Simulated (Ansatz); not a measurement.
# AlBH (doublet): PBE0, B3LYP over a scan of the distance B1–Al2, 6-31G, part 2 of 2

Ansatz 0.2.0, Gaussian basis; 6-31G, all electrons in the functionals. Earlier steps stand in the parts before.

## Step 15: B3LYP, 2.120 Å

in.yaml reads:

```yaml
crystal:
  periodic: [false, false, false]
  atoms:
    - {symbol: B, position_ang: [0.000000, -0.091982, 0.314337]}
    - {symbol: Al, position_ang: [0.000000, -0.033351, -1.805038]}
    - {symbol: H, position_ang: [0.000000, 0.125333, 1.490702]}
basis:
  gaussian: {orbitals: 6-31G}
magnetization: {spin_polarized: true, initial_magnetization: 1}
hamiltonian: {xc: {name: B3LYP}}
```

Launch:

```
> ansatz run in.yaml --threads 1 --pin off --events-out ev --progress --plain --max-ram 2393MiB
```

Output (excerpt; [...] marks lines left out):

```text
Functional definition: B3LYP
  name "B3LYP"
  cite "Stephens, Devlin, Chabalowski & Frisch, J. Phys. Chem. 98, 11623 (1994) doi:10.1021/j100096a001"
  cite "Becke, Phys. Rev. A 38, 3098 (1988) doi:10.1103/PhysRevA.38.3098"
  cite "Lee, Yang & Parr, Phys. Rev. B 37, 785 (1988) doi:10.1103/PhysRevB.37.785"
  cite "Vosko, Wilk & Nusair, Can. J. Phys. 58, 1200 (1980) doi:10.1139/p80-159"
[...]
296 factors; integrals over basis functions are off by at most 2.5e-4 eV
[...]
mean field -7285.32768691 eV, -267.7308543214 hartree, gradient 9.5e-6 eV, S^2 0.888532; 8 other end points of the search recorded, 0 dependent functions left out
reference -7285.32786908 eV, -267.7308610161 hartree; 10, 9 occupied and 14, 15 virtual orbitals, 296 factors
Total energy: -7285.32786908 eV, -267.7308610161 hartree
```

Wall time 2.9 s (1 thread of Arm Neoverse V2, shared host).

From the report: ⟨S²⟩ of the determinant 0.889 (pure doublet: 0.75).

## Step 16: B3LYP, 2.307 Å

in.yaml reads:

```yaml
crystal:
  periodic: [false, false, false]
  atoms:
    - {symbol: B, position_ang: [0.000000, -0.093704, 0.376584]}
    - {symbol: Al, position_ang: [0.000000, -0.029907, -1.929533]}
    - {symbol: H, position_ang: [0.000000, 0.123611, 1.552949]}
basis:
  gaussian: {orbitals: 6-31G}
magnetization: {spin_polarized: true, initial_magnetization: 1}
hamiltonian: {xc: {name: B3LYP}}
```

Same command.

Output (excerpt; [...] marks lines left out):

```text
Functional definition: B3LYP
  name "B3LYP"
  cite "Stephens, Devlin, Chabalowski & Frisch, J. Phys. Chem. 98, 11623 (1994) doi:10.1021/j100096a001"
  cite "Becke, Phys. Rev. A 38, 3098 (1988) doi:10.1103/PhysRevA.38.3098"
  cite "Lee, Yang & Parr, Phys. Rev. B 37, 785 (1988) doi:10.1103/PhysRevB.37.785"
  cite "Vosko, Wilk & Nusair, Can. J. Phys. 58, 1200 (1980) doi:10.1139/p80-159"
[...]
296 factors; integrals over basis functions are off by at most 2.5e-4 eV
[...]
mean field -7285.32162350 eV, -267.7306314953 hartree, gradient 6.0e-6 eV, S^2 0.755030; 5 other end points of the search recorded, 0 dependent functions left out
reference -7285.32180721 eV, -267.7306382466 hartree; 10, 9 occupied and 14, 15 virtual orbitals, 296 factors
Total energy: -7285.32180721 eV, -267.7306382466 hartree
```

It took 2.2 s on 1 thread of Arm Neoverse V2, shared host.

From the report: ⟨S²⟩ of the determinant 0.755 (pure doublet: 0.75).

From 2.120 Å: +0.6 kJ/mol.

## Step 17: B3LYP, 2.552 Å

in.yaml reads:

```yaml
crystal:
  periodic: [false, false, false]
  atoms:
    - {symbol: B, position_ang: [0.000000, -0.095962, 0.458220]}
    - {symbol: Al, position_ang: [0.000000, -0.025390, -2.092804]}
    - {symbol: H, position_ang: [0.000000, 0.121353, 1.634585]}
basis:
  gaussian: {orbitals: 6-31G}
magnetization: {spin_polarized: true, initial_magnetization: 1}
hamiltonian: {xc: {name: B3LYP}}
```

The command is unchanged.

Output (excerpt; [...] marks lines left out):

```text
Functional definition: B3LYP
  name "B3LYP"
  cite "Stephens, Devlin, Chabalowski & Frisch, J. Phys. Chem. 98, 11623 (1994) doi:10.1021/j100096a001"
  cite "Becke, Phys. Rev. A 38, 3098 (1988) doi:10.1103/PhysRevA.38.3098"
  cite "Lee, Yang & Parr, Phys. Rev. B 37, 785 (1988) doi:10.1103/PhysRevB.37.785"
  cite "Vosko, Wilk & Nusair, Can. J. Phys. 58, 1200 (1980) doi:10.1139/p80-159"
[...]
296 factors; integrals over basis functions are off by at most 2.6e-4 eV
[...]
mean field -7285.03847558 eV, -267.7202260010 hartree, gradient 1.7e-6 eV, S^2 0.755300; 5 other end points of the search recorded, 0 dependent functions left out
reference -7285.03866234 eV, -267.7202328646 hartree; 10, 9 occupied and 14, 15 virtual orbitals, 296 factors
Total energy: -7285.03866234 eV, -267.7202328646 hartree
```

It took 2.1 s on 1 thread of Arm Neoverse V2, shared host.

From the report: ⟨S²⟩ of the determinant 0.755 (pure doublet: 0.75).

From 2.120 Å: +27.9 kJ/mol.

## Step 18: B3LYP, 2.980 Å

in.yaml reads:

```yaml
crystal:
  periodic: [false, false, false]
  atoms:
    - {symbol: B, position_ang: [0.000000, -0.099908, 0.600832]}
    - {symbol: Al, position_ang: [0.000000, -0.017500, -2.378029]}
    - {symbol: H, position_ang: [0.000000, 0.117407, 1.777197]}
basis:
  gaussian: {orbitals: 6-31G}
magnetization: {spin_polarized: true, initial_magnetization: 1}
hamiltonian: {xc: {name: B3LYP}}
```

Launched as before.

Output (excerpt; [...] marks lines left out):

```text
Functional definition: B3LYP
  name "B3LYP"
  cite "Stephens, Devlin, Chabalowski & Frisch, J. Phys. Chem. 98, 11623 (1994) doi:10.1021/j100096a001"
  cite "Becke, Phys. Rev. A 38, 3098 (1988) doi:10.1103/PhysRevA.38.3098"
  cite "Lee, Yang & Parr, Phys. Rev. B 37, 785 (1988) doi:10.1103/PhysRevB.37.785"
  cite "Vosko, Wilk & Nusair, Can. J. Phys. 58, 1200 (1980) doi:10.1139/p80-159"
[...]
296 factors; integrals over basis functions are off by at most 2.6e-4 eV
[...]
mean field -7284.32181695 eV, -267.6938892823 hartree, gradient 9.6e-6 eV, S^2 0.756411; 7 other end points of the search recorded, 0 dependent functions left out
reference -7284.32200942 eV, -267.6938963554 hartree; 10, 9 occupied and 14, 15 virtual orbitals, 296 factors
Total energy: -7284.32200942 eV, -267.6938963554 hartree
```

Wall time 2.1 s (1 thread of Arm Neoverse V2, shared host).

From the report: ⟨S²⟩ of the determinant 0.756 (pure doublet: 0.75).

From 2.120 Å: +97.1 kJ/mol.

## Step 19: B3LYP, 3.396 Å

in.yaml reads:

```yaml
crystal:
  periodic: [false, false, false]
  atoms:
    - {symbol: B, position_ang: [0.000000, -0.103742, 0.739445]}
    - {symbol: Al, position_ang: [0.000000, -0.009830, -2.655256]}
    - {symbol: H, position_ang: [0.000000, 0.113573, 1.915810]}
basis:
  gaussian: {orbitals: 6-31G}
magnetization: {spin_polarized: true, initial_magnetization: 1}
hamiltonian: {xc: {name: B3LYP}}
```

The command is unchanged.

Output (excerpt; [...] marks lines left out):

```text
Functional definition: B3LYP
  name "B3LYP"
  cite "Stephens, Devlin, Chabalowski & Frisch, J. Phys. Chem. 98, 11623 (1994) doi:10.1021/j100096a001"
  cite "Becke, Phys. Rev. A 38, 3098 (1988) doi:10.1103/PhysRevA.38.3098"
  cite "Lee, Yang & Parr, Phys. Rev. B 37, 785 (1988) doi:10.1103/PhysRevB.37.785"
  cite "Vosko, Wilk & Nusair, Can. J. Phys. 58, 1200 (1980) doi:10.1139/p80-159"
[...]
296 factors; integrals over basis functions are off by at most 2.7e-4 eV
[...]
mean field -7283.73803467 eV, -267.6724356791 hartree, gradient 8.5e-6 eV, S^2 0.758373; 7 other end points of the search recorded, 0 dependent functions left out
reference -7283.73823727 eV, -267.6724431244 hartree; 10, 9 occupied and 14, 15 virtual orbitals, 296 factors
Total energy: -7283.73823727 eV, -267.6724431244 hartree
```

Run time: 2.5 s. Hardware: 1 thread of Arm Neoverse V2, shared host.

From the report: ⟨S²⟩ of the determinant 0.758 (pure doublet: 0.75).

From 2.120 Å: +153.4 kJ/mol.

## Step 20: B3LYP, 3.965 Å

in.yaml reads:

```yaml
crystal:
  periodic: [false, false, false]
  atoms:
    - {symbol: B, position_ang: [0.000000, -0.108987, 0.929040]}
    - {symbol: Al, position_ang: [0.000000, 0.000660, -3.034444]}
    - {symbol: H, position_ang: [0.000000, 0.108328, 2.105405]}
basis:
  gaussian: {orbitals: 6-31G}
magnetization: {spin_polarized: true, initial_magnetization: 1}
hamiltonian: {xc: {name: B3LYP}}
```

Launched as before.

Output (excerpt; [...] marks lines left out):

```text
Functional definition: B3LYP
  name "B3LYP"
  cite "Stephens, Devlin, Chabalowski & Frisch, J. Phys. Chem. 98, 11623 (1994) doi:10.1021/j100096a001"
  cite "Becke, Phys. Rev. A 38, 3098 (1988) doi:10.1103/PhysRevA.38.3098"
  cite "Lee, Yang & Parr, Phys. Rev. B 37, 785 (1988) doi:10.1103/PhysRevB.37.785"
  cite "Vosko, Wilk & Nusair, Can. J. Phys. 58, 1200 (1980) doi:10.1139/p80-159"
[...]
296 factors; integrals over basis functions are off by at most 2.7e-4 eV
[...]
mean field -7283.32112311 eV, -267.6571144619 hartree, gradient 7.1e-6 eV, S^2 0.775828; 10 other end points of the search recorded, 0 dependent functions left out
reference -7283.32133725 eV, -267.6571223314 hartree; 10, 9 occupied and 14, 15 virtual orbitals, 296 factors
Total energy: -7283.32133725 eV, -267.6571223314 hartree
```

It took 5.5 s on 1 thread of Arm Neoverse V2, shared host.

From the report: ⟨S²⟩ of the determinant 0.776 (pure doublet: 0.75).

From 2.120 Å: +193.6 kJ/mol.

## Step 21: B3LYP, 4.614 Å

in.yaml reads:

```yaml
crystal:
  periodic: [false, false, false]
  atoms:
    - {symbol: B, position_ang: [0.000000, -0.114970, 1.145290]}
    - {symbol: Al, position_ang: [0.000000, 0.012624, -3.466945]}
    - {symbol: H, position_ang: [0.000000, 0.102345, 2.321655]}
basis:
  gaussian: {orbitals: 6-31G}
magnetization: {spin_polarized: true, initial_magnetization: 1}
hamiltonian: {xc: {name: B3LYP}}
```

Same command.

Output (excerpt; [...] marks lines left out):

```text
Functional definition: B3LYP
  name "B3LYP"
  cite "Stephens, Devlin, Chabalowski & Frisch, J. Phys. Chem. 98, 11623 (1994) doi:10.1021/j100096a001"
  cite "Becke, Phys. Rev. A 38, 3098 (1988) doi:10.1103/PhysRevA.38.3098"
  cite "Lee, Yang & Parr, Phys. Rev. B 37, 785 (1988) doi:10.1103/PhysRevB.37.785"
  cite "Vosko, Wilk & Nusair, Can. J. Phys. 58, 1200 (1980) doi:10.1139/p80-159"
[...]
296 factors; integrals over basis functions are off by at most 2.7e-4 eV
[...]
mean field -7283.14753963 eV, -267.6507353866 hartree, gradient 7.9e-6 eV, S^2 0.833133; 13 other end points of the search recorded, 0 dependent functions left out
reference -7283.14776212 eV, -267.6507435631 hartree; 10, 9 occupied and 14, 15 virtual orbitals, 296 factors
Total energy: -7283.14776212 eV, -267.6507435631 hartree
```

It took 8.5 s on 1 thread of Arm Neoverse V2, shared host.

From the report: ⟨S²⟩ of the determinant 0.833 (pure doublet: 0.75).

From 2.120 Å: +210.3 kJ/mol.

## Step 22: B3LYP, 5.603 Å

in.yaml reads:

```yaml
crystal:
  periodic: [false, false, false]
  atoms:
    - {symbol: B, position_ang: [0.000000, -0.124086, 1.474831]}
    - {symbol: Al, position_ang: [0.000000, 0.030857, -4.126026]}
    - {symbol: H, position_ang: [0.000000, 0.093229, 2.651196]}
basis:
  gaussian: {orbitals: 6-31G}
magnetization: {spin_polarized: true, initial_magnetization: 1}
hamiltonian: {xc: {name: B3LYP}}
```

Same command.

Output (excerpt; [...] marks lines left out):

```text
Functional definition: B3LYP
  name "B3LYP"
  cite "Stephens, Devlin, Chabalowski & Frisch, J. Phys. Chem. 98, 11623 (1994) doi:10.1021/j100096a001"
  cite "Becke, Phys. Rev. A 38, 3098 (1988) doi:10.1103/PhysRevA.38.3098"
  cite "Lee, Yang & Parr, Phys. Rev. B 37, 785 (1988) doi:10.1103/PhysRevB.37.785"
  cite "Vosko, Wilk & Nusair, Can. J. Phys. 58, 1200 (1980) doi:10.1139/p80-159"
[...]
296 factors; integrals over basis functions are off by at most 2.7e-4 eV
[...]
mean field -7283.06724938 eV, -267.6477847743 hartree, gradient 4.3e-6 eV, S^2 0.878888; 14 other end points of the search recorded, 0 dependent functions left out
reference -7283.06748502 eV, -267.6477934339 hartree; 10, 9 occupied and 14, 15 virtual orbitals, 296 factors
Total energy: -7283.06748502 eV, -267.6477934339 hartree
```

Run time: 21 s. Hardware: 1 thread of Arm Neoverse V2, shared host.

From the report: ⟨S²⟩ of the determinant 0.879 (pure doublet: 0.75).

From 2.120 Å: +218.1 kJ/mol.

## Step 23: B3LYP, 7.339 Å

in.yaml reads:

```yaml
crystal:
  periodic: [false, false, false]
  atoms:
    - {symbol: B, position_ang: [0.000000, -0.140089, 2.053276]}
    - {symbol: Al, position_ang: [0.000000, 0.062862, -5.282917]}
    - {symbol: H, position_ang: [0.000000, 0.077226, 3.229641]}
basis:
  gaussian: {orbitals: 6-31G}
magnetization: {spin_polarized: true, initial_magnetization: 1}
hamiltonian: {xc: {name: B3LYP}}
```

Launched as before.

Output (excerpt; [...] marks lines left out):

```text
Functional definition: B3LYP
  name "B3LYP"
  cite "Stephens, Devlin, Chabalowski & Frisch, J. Phys. Chem. 98, 11623 (1994) doi:10.1021/j100096a001"
  cite "Becke, Phys. Rev. A 38, 3098 (1988) doi:10.1103/PhysRevA.38.3098"
  cite "Lee, Yang & Parr, Phys. Rev. B 37, 785 (1988) doi:10.1103/PhysRevB.37.785"
  cite "Vosko, Wilk & Nusair, Can. J. Phys. 58, 1200 (1980) doi:10.1139/p80-159"
[...]
296 factors; integrals over basis functions are off by at most 2.7e-4 eV
[...]
mean field -7283.04198358 eV, -267.6468562733 hartree, gradient 7.2e-6 eV, S^2 0.891644; 11 other end points of the search recorded, 0 dependent functions left out
reference -7283.04225360 eV, -267.6468661964 hartree; 10, 9 occupied and 14, 15 virtual orbitals, 296 factors
Total energy: -7283.04225360 eV, -267.6468661964 hartree
```

It took 25 s on 1 thread of Arm Neoverse V2, shared host.

From the report: ⟨S²⟩ of the determinant 0.892 (pure doublet: 0.75).

From 2.120 Å: +220.5 kJ/mol.

## Step 24: Against the wave-function levels

The yardstick is full CI for this spin, exact in this basis with these frozen cores. It comes from earlier runs at the same points. Energies in kJ/mol, counted from 2.120 Å; blanks weren't run or aren't comparable.

```csv
level,1.661 Å,1.914 Å,2.120 Å,2.307 Å,2.552 Å,2.980 Å,3.396 Å,3.965 Å,4.614 Å,5.603 Å,7.339 Å
FCI,225.6,48.4,0.0,-3.8,19.0,81.1,129.5,154.2,162.8,168.6,171.0
PBE0,,26.1,0.0,4.9,34.7,110.5,173.0,214.2,228.8,235.9,238.4
B3LYP,,32.0,0.0,0.6,27.9,97.1,153.4,193.6,210.3,218.1,220.5
```

Largest miss and mean time a point (FCI took 20 s a point; shared hosts):

```csv
level,largest miss (kJ/mol),where,time a point
PBE0,+67.5,7.339 Å,9.5 s
B3LYP,+49.6,7.339 Å,7.2 s
```

## Step 25: Summary of results

What follows sums up all 2 parts.

| quantity | value |
| --- | --- |
| span of the FCI curve | 229.4 kJ/mol |
| largest miss, PBE0 | +67.5 kJ/mol (7.339 Å) |
| largest miss, B3LYP | +49.6 kJ/mol (7.339 Å) |

**Reading.** Of the functionals, B3LYP keep the smallest largest miss at the points compared (at most 49.6 kJ/mol) and PBE0 strays most (67.5 kJ/mol, at 7.339 Å). PBE0, B3LYP clearly break the spin symmetry at some points (⟨S²⟩ up to 0.96 above the pure value), so energy there is bought with a mixed spin. Functionals and the yardstick converge differently with the basis, so part of each miss in 6-31G is the basis.
